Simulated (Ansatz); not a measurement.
CHCl3: measurement beside calculation (Ansatz, PBE0-D4/def2-TZVP geometry).

Z-matrix (Å, degrees):
```
C
Cl 1 1.759
Cl 1 1.759 2 111.2
Cl 1 1.759 2 111.2 3 -124.4
H 1 1.085 2 107.7 3 117.8
```

Enthalpy of formation at 298 K: -24.7 kcal/mol (zero for an element's reference state; older measured values of the G2 set, as listed by Staroverov and co-workers, J. Chem. Phys. 119, 12129, 2003). With their computed zero-point and thermal terms and the atoms' enthalpies of Curtiss and co-workers (1997) it gives an electronic atomization energy of 343.1 kcal/mol.

```json
{"level": "LDA (SPW92)", "atomization (kcal/mol)": "419.7", "error": "76.6", "error per bond": "19.1"}
{"level": "PBE-D4", "atomization (kcal/mol)": "362.9", "error": "19.7", "error per bond": "4.9"}
{"level": "revPBE-D4", "atomization (kcal/mol)": "350.9", "error": "7.7", "error per bond": "1.9"}
{"level": "BLYP-D4", "atomization (kcal/mol)": "340.9", "error": "-2.2", "error per bond": "-0.6"}
{"level": "r2SCAN-D4", "atomization (kcal/mol)": "348.5", "error": "5.3", "error per bond": "1.3"}
{"level": "B97M-V", "atomization (kcal/mol)": "347.9", "error": "4.7", "error per bond": "1.2"}
{"level": "PBE0-D4", "atomization (kcal/mol)": "351.2", "error": "8.0", "error per bond": "2.0"}
{"level": "B3LYP-D4", "atomization (kcal/mol)": "338.4", "error": "-4.8", "error per bond": "-1.2"}
{"level": "r2SCANh-D4", "atomization (kcal/mol)": "344.5", "error": "1.4", "error per bond": "0.3"}
{"level": "r2SCAN0-D4", "atomization (kcal/mol)": "338.9", "error": "-4.2", "error per bond": "-1.1"}
{"level": "HSE06-D4", "atomization (kcal/mol)": "351.6", "error": "8.5", "error per bond": "2.1"}
{"level": "BHLYP-D4", "atomization (kcal/mol)": "322.1", "error": "-21.1", "error per bond": "-5.3"}
{"level": "CAM-B3LYP-D4", "atomization (kcal/mol)": "338.6", "error": "-4.6", "error per bond": "-1.1"}
{"level": "ωB97X-V", "atomization (kcal/mol)": "345.6", "error": "2.5", "error per bond": "0.6"}
{"level": "ωB97M-V", "atomization (kcal/mol)": "347.7", "error": "4.6", "error per bond": "1.1"}
{"level": "B2PLYP", "atomization (kcal/mol)": "335.7", "error": "-7.4", "error per bond": "-1.9"}
{"level": "PBE-QIDH", "atomization (kcal/mol)": "345.8", "error": "2.7", "error per bond": "0.7"}
{"level": "PBE", "atomization (kcal/mol)": "359.4", "error": "16.2", "error per bond": "4.1"}
{"level": "revPBE", "atomization (kcal/mol)": "340.3", "error": "-2.9", "error per bond": "-0.7"}
{"level": "BLYP", "atomization (kcal/mol)": "333.0", "error": "-10.2", "error per bond": "-2.5"}
{"level": "r2SCAN", "atomization (kcal/mol)": "347.7", "error": "4.6", "error per bond": "1.1"}
{"level": "PBE0", "atomization (kcal/mol)": "348.2", "error": "5.1", "error per bond": "1.3"}
{"level": "B3LYP", "atomization (kcal/mol)": "332.6", "error": "-10.6", "error per bond": "-2.6"}
{"level": "r2SCANh", "atomization (kcal/mol)": "343.7", "error": "0.6", "error per bond": "0.1"}
{"level": "r2SCAN0", "atomization (kcal/mol)": "338.0", "error": "-5.1", "error per bond": "-1.3"}
{"level": "HSE06", "atomization (kcal/mol)": "348.9", "error": "5.7", "error per bond": "1.4"}
{"level": "BHLYP", "atomization (kcal/mol)": "317.5", "error": "-25.7", "error per bond": "-6.4"}
{"level": "CAM-B3LYP", "atomization (kcal/mol)": "335.6", "error": "-7.6", "error per bond": "-1.9"}
{"level": "LC-ωPBE", "atomization (kcal/mol)": "340.3", "error": "-2.9", "error per bond": "-0.7"}
{"level": "HF/def2-TZVPP", "atomization (kcal/mol)": "223.5", "error": "-119.7", "error per bond": "-29.9"}
{"level": "MP2/def2-TZVPP", "atomization (kcal/mol)": "347.6", "error": "4.4", "error per bond": "1.1"}
{"level": "SCS-MP2/def2-TZVPP", "atomization (kcal/mol)": "336.9", "error": "-6.3", "error per bond": "-1.6"}
{"level": "CCSD/def2-TZVPP", "atomization (kcal/mol)": "319.9", "error": "-23.3", "error per bond": "-5.8"}
{"level": "CCSD(T)/def2-TZVPP", "atomization (kcal/mol)": "330.5", "error": "-12.7", "error per bond": "-3.2"}
{"level": "HF/def2-QZVPP", "atomization (kcal/mol)": "223.8", "error": "-119.3", "error per bond": "-29.8"}
{"level": "MP2/def2-QZVPP", "atomization (kcal/mol)": "355.8", "error": "12.7", "error per bond": "3.2"}
{"level": "SCS-MP2/def2-QZVPP", "atomization (kcal/mol)": "345.3", "error": "2.2", "error per bond": "0.5"}
{"level": "CCSD/def2-QZVPP", "atomization (kcal/mol)": "327.2", "error": "-16.0", "error per bond": "-4.0"}
{"level": "CCSD(T)/def2-QZVPP", "atomization (kcal/mol)": "338.7", "error": "-4.5", "error per bond": "-1.1"}
{"level": "HF/CBS(def2)", "atomization (kcal/mol)": "223.9", "error": "-119.3", "error per bond": "-29.8"}
{"level": "MP2/CBS(def2)", "atomization (kcal/mol)": "361.7", "error": "18.5", "error per bond": "4.6"}
{"level": "CCSD/CBS(def2)", "atomization (kcal/mol)": "332.4", "error": "-10.8", "error per bond": "-2.7"}
{"level": "CCSD(T)/CBS(def2)", "atomization (kcal/mol)": "344.5", "error": "1.4", "error per bond": "0.3"}
```

Functionals use def2-TZVPP; B3LYP here is the variant with VWN-RPA as its local correlation; programs differ in this. The calculations leave out spin–orbit coupling, scalar relativity and, for the correlated methods, core correlation; together these are worth up to about 1 kcal/mol a heavy atom. HSE06 is defined as in plane-wave codes. CBS extrapolates def2-TZVPP and def2-QZVPP. T1 = 0.009.
